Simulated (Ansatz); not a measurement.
Input file:

```yaml
crystal:
  periodic: [false, false, false]
  atoms:
    - {symbol: Al, position_ang: [0.000000, 0.000000, 0.008471]}
    - {symbol: O, position_ang: [0.000000, 0.000000, -1.585277]}
    - {symbol: H, position_ang: [0.000000, 0.000000, 1.576806]}
basis:
  gaussian: {orbitals: 6-31G}
magnetization: {spin_polarized: true, initial_magnetization: 0}
correlation: {method: mp2, electrons: outside_noble_gas}
scf: {lower_state_search: off}
```

```sh
$ ansatz run in.yaml --threads 1 --pin off --events-out ev --progress --plain --max-ram 2393MiB
```

Problem. Roughly how long does this take on 1 thread of AMD EPYC 7R43, shared host, and how much host memory?

Solution. 0.18 s wall and 0.07 GiB.

```
these checks for a lower state are left out or cut short: stability, starts, cluster_reference, orbital_swaps, neighbouring_geometries, increment
248 factors; integrals over basis functions are off by at most 1.1e-4 eV
mean field evaluation 1: about -8626.0999 eV, gradient 3.7e1 eV
mean field evaluation 2: about -8626.1040 eV, gradient 3.7e1 eV
mean field evaluation 4: about -8632.6498 eV, gradient 2.5e0 eV
mean field evaluation 8: about -8632.7102 eV, gradient 3.7e-4 eV
mean field -8632.71018488 eV, -317.2462478334 hartree, gradient 1.8e-6 eV, S^2 0.000000; 0 other end points of the search recorded, 0 dependent functions left out
6 core orbitals not correlated: weight in the atoms' cores, before any rotation towards them, 1.000 or more for the frozen orbitals, at most 0.000 for the correlated occupied ones
reference -8632.71018488 eV, -317.2462478334 hartree; 5, 5 occupied and 13, 13 virtual orbitals, 248 factors
second order -5.35455052 eV of doubles, -0.00000000 eV of singles
Total energy: -8638.06473540 eV, -317.4430239355 hartree
Checks for a lower state left out: stability, starts, cluster_reference, orbital_swaps, neighbouring_geometries, increment
```
